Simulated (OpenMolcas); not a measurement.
# AlH3Cl− (SMILES [AlH3-][Cl]): levels of theory compared

We compute a comparison of 6 runs (UHF/STO-3G, B2PLYP/STO-3G, B3LYP/STO-3G, UB3LYP/STO-3G, r2SCAN/STO-3G, MP2/STO-3G) of AlH3Cl−. 

The calculation is run with OpenMolcas 26.06.

2 further runs of the same task are left out: 1 for a known fault of the program, 1 set aside as unsound or not needed.

### Step 1. The molecule

AlH3Cl− has 5 atoms, charge -1, and is taken as a singlet. SMILES: `[AlH3-][Cl]`. The Al1–H4 distance was set to 2.010 Å, away from the relaxed value.

Bond lengths: Al1–Cl2 2.098 Å, Al1–H3 1.609 Å, Al1–H5 1.608 Å. Angles: Cl2–Al1–H3 107.0°, Cl2–Al1–H5 107.1°, H3–Al1–H5 111.7°.

### Step 2. A single-point energy at UHF/STO-3G (run 1)

Input file test.inp:

```
* AlClH3 Hartree-Fock

&GATEWAY
 BasLib=$CurrDir
 Coord
 5
 angstrom
 Al       0.176491       0.276027       0.201423
 Cl      -1.495389       0.274357       1.468173
 H        0.293421       1.754957      -0.420267
 H       -0.160190      -1.106410      -1.218300
 H        1.454991      -0.093073       1.104653
 Basis=STO-3G
 Group=NoSym

&SEWARD

&SCF
 UHF
 Charge=-1
 Thresholds=1e-10 1e-07 1e-07 1e-05
 Scramble=0.25
 PrOrbitals=1 1
```

The basis set STO-3G is read from a file made from the Basis Set Exchange's data (not shown).

On the command line:

```bash
$ export MOLCAS_MEM=1860
$ pymolcas test.inp > test.log
```

What it wrote:

```text
--- Start Module: gateway ---
[...]
--- Stop Module: gateway /rc=_RC_ALL_IS_WELL_ ---
--- Start Module: seward ---
[...]
      Basis functions           21
--- Stop Module: seward /rc=_RC_ALL_IS_WELL_ ---
--- Start Module: scf ---
[...]
       Convergence after  17 Iterations
[...]
::    Total SCF energy                               -695.2469890979
[...]
      Total spin, S                                    -0.0000000000
[...]
      Total electronic charge=   34.000000
      Total            charge=   -1.000000
[...]
      Dipole Moment (debye):
      Origin of the operator (angstrom)=   -0.7069    0.2709    0.8655
                   X= -1.1308E+00               Y=  8.5699E-01               Z=  1.9076E+00           Total=  2.3774E+00
      Center of Charge (angstrom)
[...]
--- Stop Module: scf /rc=_RC_ALL_IS_WELL_ ---
[...]
```

Wall time 1.6 s (1 thread of Arm Neoverse V2, shared host); peak memory 0.37 GiB.

### Step 3. The energy at B2PLYP/STO-3G (run 2)

Input file test.input:

```
&GATEWAY
BasLib=$CurrDir
Coord
5
angstrom
Al       0.176491       0.276027       0.201423
Cl      -1.495389       0.274357       1.468173
H        0.293421       1.754957      -0.420267
H       -0.160190      -1.106410      -1.218300
H        1.454991      -0.093073       1.104653
Basis=STO-3G
Group=NoSym
&SEWARD
GridInput
Grid=UltraFine
End of Grid
&SCF
Charge=-1
KSDFT=B2PLYP_SCF
Thresholds=1e-10 1e-07 1e-07 1e-05
PrOrbitals=1 1
&MBPT2
Frozen=10
```

The basis set STO-3G is read from a file made from the Basis Set Exchange's data (not shown).

On the command line:

```bash
$ export MOLCAS_MEM=1860
$ pymolcas test.input > test.log
```

What it wrote:

```text
--- Start Module: gateway ---
[...]
--- Stop Module: gateway /rc=_RC_ALL_IS_WELL_ ---
[...]
      Basis functions           21
[...]
--- Start Module: scf ---
[...]
       Convergence after  12 Iterations
[...]
::    Total KS-DFT energy                            -696.1024174988
[...]
      Total spin, S                                     0.0000000000
[...]
      Total electronic charge=   34.000000
      Total            charge=   -1.000000
[...]
      Dipole Moment (debye):
      Origin of the operator (angstrom)=   -0.7069    0.2709    0.8655
                   X= -1.2139E+00               Y=  7.8079E-01               Z=  1.8776E+00           Total=  2.3683E+00
      Center of Charge (angstrom)
[...]
--- Stop Module: scf /rc=_RC_ALL_IS_WELL_ ---
[...]
--- Start Module: mbpt2 ---
[...]
 ###    WARNING: MP2 implementation intended for RHF references only         ###
 ###############################################################################
MBPT2 WARNING: Reference function according to RunFile:KS-DFT
I'll assume you know what you're doing and continue
WARNING!
Default frozen orbitals as non valence orbitals is overwritten by user input.
Default values:   7
[...]
       Reference weight ( Cref**2 )         =        0.95766
::    Total MBPT2 energy                             -696.1597076296
[...]
      Total MBPT2 calculations                           0.04      0.04
--- Stop Module: mbpt2 /rc=_RC_ALL_IS_WELL_ ---
[...]
```

Run time: 3.9 s. Hardware: 1 thread of Arm Neoverse V2, shared host; peak memory 0.37 GiB.

Runs 3 to 5 aren't shown in full; the table further down has their settings and results.

### Step 4. A single-point energy at MP2/STO-3G (run 6)

Input file test.input:

```
&gateway
  baslib
  $CurrDir
  coord
  5
  angstrom
  Al       0.176491       0.276027       0.201423
  Cl      -1.495389       0.274357       1.468173
  H        0.293421       1.754957      -0.420267
  H       -0.160190      -1.106410      -1.218300
  H        1.454991      -0.093073       1.104653
  basis
  STO-3G
  group
  NoSym

&seward

&scf
  charge
  -1
  thresholds
  1e-10 1e-07 1e-07 1e-05
  prorbitals
  1 1

&mbpt2
  frozen
  10
```

The basis set STO-3G is read from a file made from the Basis Set Exchange's data (not shown).

On the command line:

```bash
$ export MOLCAS_MEM=1860
$ pymolcas test.input > test.log
```

What it wrote:

```text
--- Start Module: gateway ---
[...]
--- Stop Module: gateway /rc=_RC_ALL_IS_WELL_ ---
[...]
      Basis functions           21
[...]
--- Start Module: scf ---
[...]
       Convergence after  11 Iterations
[...]
::    Total SCF energy                               -695.2469890979
[...]
      Total spin, S                                     0.0000000000
[...]
      Total electronic charge=   34.000000
      Total            charge=   -1.000000
[...]
      Dipole Moment (debye):
      Origin of the operator (angstrom)=   -0.7069    0.2709    0.8655
                   X= -1.1308E+00               Y=  8.5699E-01               Z=  1.9076E+00           Total=  2.3774E+00
      Center of Charge (angstrom)
[...]
--- Stop Module: scf /rc=_RC_ALL_IS_WELL_ ---
--- Start Module: mbpt2 ---
[...]
WARNING!
Default frozen orbitals as non valence orbitals is overwritten by user input.
Default values:   7
[...]
       Reference weight ( Cref**2 )         =        0.97551
::    Total MBPT2 energy                             -695.2895643718
[...]
      Total MBPT2 calculations                           0.04      0.04
--- Stop Module: mbpt2 /rc=_RC_ALL_IS_WELL_ ---
[...]
```

It took 1.4 s on 1 thread of Arm Neoverse V2, shared host; peak memory 0.37 GiB.

### Step 5. The series

```
run          level  scramble  frozen core orbitals  energy (Eh)  HOMO energy (eV)  LUMO energy (eV)  HOMO–LUMO gap (eV)  wall time
  1     UHF/STO-3G      0.25                     –  -695.246989             -0.93             17.06               17.99      1.6 s
  2  B2PLYP/STO-3G         –                    10  -696.117886              1.00             14.30               13.30      3.9 s
  3   B3LYP/STO-3G         –                     –  -696.446132              2.36             12.44               10.07      4.5 s
  4  UB3LYP/STO-3G      0.25                     –  -696.446132              2.36             12.44               10.07      6.3 s
  5  r2SCAN/STO-3G         –                     –  -696.402410              3.15             11.96                8.82      4.8 s
  6     MP2/STO-3G         –                    10  -695.289564             -0.93             17.06               17.99      1.4 s
```

### Step 6. What came out

| quantity | value |
| --- | --- |
| run 6: total energy | -695.28956 Eh |
| run 6: HOMO energy (Hartree–Fock orbitals) | -0.93 eV |
| run 6: LUMO energy (Hartree–Fock orbitals) | 17.06 eV |
| run 6: HOMO–LUMO gap (to an unbound level, set by the basis) | 17.99 eV |
| run 6: correlation energy (10 core orbitals frozen) | -42.6 mEh |

In words: Over runs 1, 2, 3, 4, 5 the HOMO–LUMO gap runs from 8.82 eV (r2SCAN/STO-3G) to 17.99 eV (UHF/STO-3G). The empty levels of an anion lie above zero and hang on the basis. For B2PLYP the log adds the whole second-order term; the table takes 0.27 of it, as the functional is defined. Totals of different functionals can't be ranked against each other. In runs 2, 3, 4, 5 the HOMO lies above zero, so the outermost electron may be held by the basis alone. In runs 1, 2, 3, 4, 5, 6 the basis is minimal, so the values are rough. All runs together took 23 s, the longest 6.3 s.
